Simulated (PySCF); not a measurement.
# The bond of CN, level by level

The task here is to estimate one member of a computed series from the others.

Program: PySCF 2.14.0. Level of theory: C pcseg-1, N pcseg-1, no relativity. These are calculated values, not measurements.

Set-up of the first run:

A driver script around PySCF takes these settings:

- atoms: C, N
- charge: 0
- basis: C pcseg-1, N pcseg-1
- Hamiltonian: no relativity
- basis functions: 28
- electrons treated: 13
- masses in u: 12.0000, 14.0031
- levels: PBE0, PBE, r²SCAN, PW91, BHandHLYP, r²SCAN0, HF, MP2, SCS-MP2, CCSD, CCSD(T)
- grid: 80 radial by 434 angular points
- occupations: held fixed by the projection of orbital angular momentum
- dissociation limit: C + N, each in its ground configuration
- starting distance in angstrom: 1.365
- values of 2S to try: 1, 3, 5

On the command line:

```bash
OMP_NUM_THREADS=1 python dia.py task.json out
```

Steps of the session up to this table: Input; First curve: PBE0; Excited determinants; PBE; r²SCAN (meta-GGA); PW91 (GGA); BHandHLYP; r²SCAN0 (hybrid meta-GGA); ROHF (mean field); Correlated methods on the Hartree–Fock reference.

One table of the session follows, with a row left open; its other results are not shown here.

It belongs to the step «The curves together». Energy (eV) from each level's lowest point:

| R (Å) | ROHF | ROHF-MP2 | ROHF-SCS-MP2 | ROHF-CCSD | ROHF-CCSD(T) |
| --- | --- | --- | --- | --- | --- |
| 1.005 | 1.593 | 2.627 | 2.559 | n/a | n/a |
| 1.052 | 0.577 | 1.335 | 1.279 | 1.134 | 1.235 |
| 1.099 | 0.094 | 0.553 | 0.511 | 0.396 | 0.459 |
| 1.134 | 0.000 | 0.218 | 0.189 | 0.109 | 0.142 |
| 1.169 | 0.085 | 0.047 | 0.031 | 0.000 | 0.000 |
| 1.204 | ? | ? | ? | ? | ? |
| 1.251 | 0.778 | 0.077 | 0.101 | 0.248 | 0.167 |
| 1.309 | 1.544 | 0.315 | 0.372 | 0.714 | 0.568 |
| 1.379 | 2.597 | 0.710 | 0.811 | 1.453 | 1.221 |
| 1.473 | 3.980 | 1.857 | 1.959 | n/a | n/a |

Estimate the missing values for R (Å) = 1.204.

Worked estimate for «ROHF». A straight line through the neighbours (1.169, 0.085) and (1.251, 0.778) gives 0.085 + (0.778 − 0.085) × (1.204 − 1.169) / (1.251 − 1.169) = 0.381; a parabola fitted to 4 rows on both sides gives 0.321.

**Answer.** ROHF: 0.311; ROHF-MP2: 0.000; ROHF-SCS-MP2: 0.000; ROHF-CCSD: 0.033; ROHF-CCSD(T): 0.000. In «ROHF» the line misses by +0.070 and the parabola by +0.010.
